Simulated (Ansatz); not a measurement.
Steps of a relaxation of C$_{2}$H$_{7}$NS, SMILES `CC(N)S` with RKS PBE0-D4/def2-TZVP.

```sh
$ ansatz run in.yaml --threads 2 --pin off --events-out ev --progress --plain --max-ram 4352MiB
```

```yaml
crystal:
  periodic: [false, false, false]
  atoms:
    - {symbol: C, position_ang: [-0.744802, -0.597420, 0.520796]}
    - {symbol: C, position_ang: [0.041788, 0.364539, -0.374054]}
    - {symbol: N, position_ang: [1.028447, 1.191933, 0.297579]}
    - {symbol: S, position_ang: [1.000747, -0.539434, -1.687765]}
    - {symbol: H, position_ang: [-1.512487, -1.168101, -0.041692]}
    - {symbol: H, position_ang: [-0.060234, -1.323922, 1.005641]}
    - {symbol: H, position_ang: [-1.267906, -0.022600, 1.315265]}
    - {symbol: H, position_ang: [-0.665386, 1.047658, -0.892399]}
    - {symbol: H, position_ang: [1.616276, 0.610213, 0.909494]}
    - {symbol: H, position_ang: [0.559444, 1.886659, 0.892016]}
    - {symbol: H, position_ang: [0.069513, -1.506527, -1.924181]}
basis:
  gaussian: {orbitals: def2-TZVP}
hamiltonian: {xc: pbe0, dispersion: d4}
relax: {f_tol: 0.005, max_steps: 150}
```

Positions (Å) and forces (eV/Å) along the path, 7 of 7 steps:

```xyz
11
step=1 energy=-14507.2135 eV
C    -0.745   -0.597    0.521   -0.041   -0.126    0.146
C     0.042    0.365   -0.374   -0.212    0.040   -0.290
N     1.028    1.192    0.298   -0.140   -0.142    0.600
S     1.001   -0.539   -1.688   -0.635   -0.104    0.309
H    -1.512   -1.168   -0.042    0.403    0.304    0.233
H    -0.060   -1.324    1.006   -0.327    0.358   -0.236
H    -1.268   -0.023    1.315    0.259   -0.262   -0.379
H    -0.665    1.048   -0.892    0.406   -0.360    0.254
H     1.616    0.610    0.909   -0.332    0.336   -0.374
H     0.559    1.887    0.892    0.266   -0.410   -0.361
H     0.070   -1.507   -1.924    0.353    0.366    0.098
11
step=2 energy=-14507.2555 eV
C    -0.740   -0.594    0.517   -0.040   -0.002    0.033
C     0.036    0.365   -0.374    0.042   -0.098   -0.177
N     1.021    1.185    0.298   -0.075   -0.032    0.229
S     0.987   -0.536   -1.673   -0.282   -0.015    0.145
H    -1.493   -1.158   -0.047    0.106    0.081    0.078
H    -0.060   -1.311    0.995   -0.090    0.111   -0.076
H    -1.260   -0.028    1.302    0.070   -0.082   -0.108
H    -0.659    1.042   -0.889    0.116   -0.103    0.094
H     1.607    0.606    0.897   -0.075    0.096   -0.130
H     0.559    1.870    0.891    0.083   -0.093   -0.116
H     0.068   -1.499   -1.898    0.145    0.138    0.028
11
step=3 energy=-14507.2614 eV
C    -0.741   -0.592    0.516    0.006   -0.002   -0.001
C     0.036    0.360   -0.373    0.021   -0.023   -0.058
N     1.016    1.182    0.300   -0.011   -0.020    0.030
S     0.981   -0.532   -1.667   -0.002    0.034    0.042
H    -1.491   -1.154   -0.046   -0.012   -0.010   -0.010
H    -0.065   -1.305    0.993    0.010   -0.021    0.016
H    -1.259   -0.028    1.297   -0.004    0.010    0.007
H    -0.655    1.034   -0.884   -0.019    0.028   -0.007
H     1.612    0.609    0.888    0.022   -0.003   -0.012
H     0.558    1.864    0.892   -0.001    0.013   -0.013
H     0.074   -1.495   -1.895   -0.010   -0.006    0.006
11
step=4 energy=-14507.2617 eV
C    -0.742   -0.593    0.514   -0.008    0.002    0.004
C     0.035    0.361   -0.374    0.026   -0.010   -0.014
N     1.016    1.181    0.300   -0.011    0.004    0.024
S     0.980   -0.528   -1.665    0.001    0.003    0.000
H    -1.492   -1.155   -0.048   -0.006   -0.004   -0.003
H    -0.066   -1.306    0.992    0.004   -0.002    0.002
H    -1.261   -0.028    1.295   -0.004    0.003    0.005
H    -0.657    1.037   -0.883   -0.008    0.008    0.003
H     1.616    0.608    0.882    0.008   -0.002   -0.011
H     0.560    1.863    0.893    0.001    0.008   -0.004
H     0.076   -1.496   -1.885   -0.001   -0.010   -0.005
11
step=5 energy=-14507.2618 eV
C    -0.743   -0.593    0.514   -0.005   -0.003    0.001
C     0.034    0.361   -0.374    0.003    0.006    0.009
N     1.015    1.181    0.300   -0.004    0.000    0.006
S     0.980   -0.527   -1.665    0.005   -0.002   -0.007
H    -1.493   -1.155   -0.048    0.000    0.000    0.000
H    -0.067   -1.306    0.992   -0.001    0.002   -0.001
H    -1.262   -0.028    1.295    0.000    0.000    0.000
H    -0.658    1.038   -0.881    0.001   -0.002    0.000
H     1.620    0.609    0.877    0.001    0.000   -0.006
H     0.560    1.862    0.895    0.000    0.001   -0.002
H     0.080   -1.499   -1.884   -0.001   -0.001    0.001
11
step=6 energy=-14507.2618 eV
C    -0.744   -0.593    0.514    0.003   -0.002   -0.004
C     0.034    0.362   -0.374    0.001   -0.001    0.000
N     1.014    1.182    0.301   -0.002   -0.002   -0.003
S     0.979   -0.525   -1.666   -0.003    0.004    0.006
H    -1.494   -1.154   -0.050    0.000    0.001    0.000
H    -0.068   -1.306    0.991    0.000    0.000    0.000
H    -1.263   -0.028    1.294   -0.001    0.001    0.001
H    -0.659    1.039   -0.881    0.000    0.001   -0.002
H     1.624    0.609    0.873   -0.001    0.002    0.001
H     0.560    1.860    0.899    0.002    0.000    0.003
H     0.083   -1.501   -1.879   -0.001   -0.004   -0.002
11
step=7 energy=-14507.2618 eV
C    -0.744   -0.593    0.513   -0.001    0.000    0.000
C     0.034    0.362   -0.374   -0.001   -0.001    0.001
N     1.014    1.182    0.300    0.004    0.000    0.003
S     0.979   -0.525   -1.666    0.000    0.000    0.000
H    -1.494   -1.153   -0.050    0.000    0.000    0.000
H    -0.068   -1.306    0.991    0.000    0.000    0.000
H    -1.263   -0.028    1.294    0.000    0.000    0.000
H    -0.659    1.039   -0.881    0.000    0.001    0.000
H     1.624    0.609    0.871    0.000    0.000   -0.002
H     0.560    1.859    0.900   -0.002    0.000   -0.001
H     0.083   -1.502   -1.879    0.000    0.000    0.000
```

It took 32 s on 2 threads of an Arm Neoverse V1 on a shared host, with 0.38 GiB of host memory at the peak.
